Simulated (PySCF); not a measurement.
A made-up structure of B₂SiH₄, singlet:

```xyz
7
angstrom
B -0.3454 1.2050 -0.2881
Si -0.5029 -0.6246 -0.5109
B 0.7311 -0.0060 0.6044
H -1.1073 -1.8109 -1.0047
H -0.9612 2.1651 -0.1409
H 1.5581 -0.3307 1.3941
H 0.7004 -1.0660 -0.1857
```

It is relaxed with PBE-D4/def2-SVP and then PBE0-D4/def2-TZVP (PySCF 2.14 with density fitting (its default auxiliary sets; JK sets also for MP2 and CCSD(T))). Atoms count as bonded within 1.22 times the sum of their covalent radii (H–H: 0.88 Å). The end point is not checked to be a true minimum.

Does its bonding change? (Judge from chemistry; the calculation decides.)

Computed: No: no bond forms or breaks.

Where it ends: The first stage lowers the energy by 1.89 eV in 17 steps. It ends as B₂SiH₄ ([H]1[BH]2[BH][SiH]12):
B1  (-0.359, 1.085, -0.015)
Si2  (-0.740, -0.560, -0.708)
B3  (0.700, -0.009, 0.522)
H4  (-1.075, -1.891, -1.287)
H5  (-0.667, 2.224, 0.029)
H6  (1.656, -0.096, 1.227)
H7  (0.545, -1.224, 0.107)
(Å)

Labels in which every atom is bracketed show which atoms are joined, not bond orders.

For scale, one of the runs: PBE0-D4/def2-TZVP relaxation, 123 basis functions, launched by `OMP_NUM_THREADS=2 python run.py`. The run took 91 s on 2 CPU threads of an Arm Neoverse V1 (shared host), with 1.2 GiB of host memory at its peak.
